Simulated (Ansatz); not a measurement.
The input, for Ansatz 0.2.0:

```yaml
crystal:
  periodic: [false, false, false]
  atoms:
    - {symbol: B, position_ang: [0.000000, 0.000000, 0.000000]}
    - {symbol: H, position_ang: [-0.013588, 0.751164, 0.741054]}
    - {symbol: H, position_ang: [-0.018594, -0.741171, 0.750941]}
    - {symbol: H, position_ang: [0.018594, 0.741171, -0.750941]}
    - {symbol: H, position_ang: [0.013588, -0.751164, -0.741054]}
basis:
  gaussian: {orbitals: cc-pVDZ}
total_charge: 1
hamiltonian: {xc: {name: PBE-QIDH}}
correlation: {electrons: outside_noble_gas}
```

```sh
$ ansatz run in.yaml --threads 1 --pin off --events-out ev --progress --plain --max-ram 2393MiB
```

The program prints:

```
301 factors; integrals over basis functions are off by at most 1.5e-3 eV
mean field evaluation 1: about -724.4494 eV, gradient 1.3e1 eV
mean field evaluation 2: about -724.4467 eV, gradient 1.3e1 eV
mean field evaluation 4: about -724.9152 eV, gradient 2.4e-1 eV
mean field evaluation 8: about -724.9153 eV, gradient 2.7e-5 eV
mean field -724.91530122 eV, -26.6401459545 hartree, gradient 2.3e-6 eV, S^2 0.000000; 0 other end points of the search recorded, 0 dependent functions left out
1 core orbitals not correlated: weight in the atoms' cores, before any rotation towards them, 1.000 or more for the frozen orbitals, at most 0.000 for the correlated occupied ones
reference -724.91530886 eV, -26.6401462352 hartree; 3, 3 occupied and 30, 30 virtual orbitals, 301 factors
second order -3.10714742 eV of doubles, -0.00000000 eV of singles
Total energy: -725.95102466 eV, -26.6782080891 hartree
```

Ran on 1 thread of Arm Neoverse V1, shared host: 0.48 s wall, 0.07 GiB peak host memory.
